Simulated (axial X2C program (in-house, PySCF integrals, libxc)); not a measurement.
## Potential curves of SiO, with spin–orbit coupling

Calculated with an in-house relativistic program for diatomic molecules. Two-component (2c) means X2C with spin–orbit coupling and atomic mean-field two-electron Coulomb and Gaunt terms. Basis: Si dyall-v3z [8s7p2d1f], O dyall-av3z [7s6p3d2f] (cores contracted in-house); Gaussian nuclei, density fitting, unrestricted open shells. Masses: Si 27.977 u, O 15.995 u.

State: Ω = 0 (closed shell). Energies in kJ/mol from the fragments at the same level (Si + O). Fits are polynomials in 1 − R0/R over 0.85 to 1.23 times the lowest point R0.

| R (Å) | BHandHLYP | PBE0 | HF |
| --- | --- | --- | --- |
| 1.3224 | -560.14 | -590.53 | -319.05 |
| 1.3832 | -647.57 | -683.29 | -402.46 |
| 1.4288 | -683.41 | -723.26 | -434.68 |
| 1.4744 | -699.78 | -743.85 | -447.02 |
| 1.5200 | -700.97 | -749.29 | -443.79 |
| 1.5732 | -687.65 | -740.98 | -424.94 |
| 1.6264 | -662.54 | -720.86 | -393.96 |
| 1.6948 | -618.12 | -682.81 | -341.65 |
| 1.7784 | -552.12 | -624.46 | -265.74 |
| 1.9000 | -445.18 | -528.18 | -144.51 |

One determinant describes the state; a PBE0 search over occupations chose it and may have missed a lower one. The closed shell is kept restricted, so the energy runs too high when the bond is stretched far. De is counted from the lowest determinant-based energies of the atoms at the same level, without counterpoise correction. In 2c an atomic determinant is not the ground J level, so De misses part of the atomic spin–orbit lowering. This holds for BHandHLYP, PBE0. Without a current term, density functionals place determinants with orbital angular momentum somewhat too high.

Problem. Fit the BHandHLYP curve near its minimum: give the equilibrium distance, the harmonic wavenumber and the well depth.

Solution. At BHandHLYP, 2c: Re = 1.501 Å, ωe ≈ 1320 cm⁻¹, De = 7.28 eV to Si + O; Be follows as 0.735 cm⁻¹.

Problem. Fit the PBE0 curve near its minimum: give the equilibrium distance, the harmonic wavenumber and the well depth.

Solution. At PBE0, 2c: Re = 1.516 Å, ωe ≈ 1260 cm⁻¹, De = 7.77 eV to Si + O; Be follows as 0.72 cm⁻¹.

Problem. What are Re, ωe and De at the HF level?

Solution. At HF, 2c: Re = 1.486 Å, ωe ≈ 1390 cm⁻¹, De = 4.64 eV to Si + O; Be follows as 0.75 cm⁻¹.
